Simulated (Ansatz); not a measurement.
# What a trial cell of Ga3N2 relaxes into

Level of theory: DFT PBE, scalar-relativistic, plane waves, PAW (Ansatz 0.2.0). Cutoff 420 eV, Γ-centred k mesh, Gaussian smearing, no spin polarisation in the final step.

The start puts Ga3N2 on the anti-corundum structure type (R-3c, No. 167), with N in place of Al, Ga in place of O, at a guessed volume.

```yaml
crystal:
  lattice:
    - [2.78411, 1.60741, 5.06750]
    - [-2.78411, 1.60741, 5.06750]
    - [0.00000, -3.21481, 5.06750]
  atoms:
    - { symbol: Ga, position: [0.05625, 0.44375, 0.75000] }
    - { symbol: Ga, position: [0.75000, 0.05625, 0.44375] }
    - { symbol: Ga, position: [0.44375, 0.75000, 0.05625] }
    - { symbol: Ga, position: [0.94375, 0.55625, 0.25000] }
    - { symbol: Ga, position: [0.25000, 0.94375, 0.55625] }
    - { symbol: Ga, position: [0.55625, 0.25000, 0.94375] }
    - { symbol: N, position: [0.85218, 0.85218, 0.85218] }
    - { symbol: N, position: [0.64782, 0.64782, 0.64782] }
    - { symbol: N, position: [0.14782, 0.14782, 0.14782] }
    - { symbol: N, position: [0.35218, 0.35218, 0.35218] }
```

Cell and atoms relax at zero pressure; the relaxation can't lower the symmetry of the start. After a coarse first stage the cell is made exact in the group found at 0.06 Å.

Energies over the elements count from the elements' standard structures at the same level (N₂ as a molecule), with no empirical corrections.

Describe the relaxed structure.

It keeps R-3c (No. 167), but not the shape of the type it started on. Conventional cell: a = 5.328 Å, c = 20.228 Å. Ga is coordinated by 2 N at 1.90 Å; N has 3 Ga at 1.90 Å.

```cif
data_structure
_symmetry_space_group_name_H-M 'R-3c:H'
_symmetry_Int_Tables_number 167
_cell_length_a 5.3278
_cell_length_b 5.3278
_cell_length_c 20.2276
_cell_angle_alpha 90.000
_cell_angle_beta 90.000
_cell_angle_gamma 120.000
_cell_volume 497.24
loop_
_atom_site_label
_atom_site_type_symbol
_atom_site_symmetry_multiplicity
_atom_site_Wyckoff_symbol
_atom_site_fract_x
_atom_site_fract_y
_atom_site_fract_z
_atom_site_occupancy
Ga1 Ga 18 e 0.29677 0.00000 0.25000 1
N1 N 12 c 0.00000 0.00000 0.40311 1
```

What are its volume, energy, density and gap?

The volume per atom is 16.6 Å³. The density is 4.8 g/cm³, the energy over the elements is 0.30 eV/atom and the gap on the 12×12×12 mesh is 0 eV (a metal).

The final run used a 12×12×12 mesh on its 10-atom cell and 0.10 eV smearing. The k mesh leaves about 4 meV/atom of noise in metals. No dispersion correction is applied, so the spacing between layers, chains or molecules is poorly fixed, and with it the volume and density. Symmetry constrained the relaxation, so the result can be a saddle point. The steps took of the order of 8 core-minutes in all.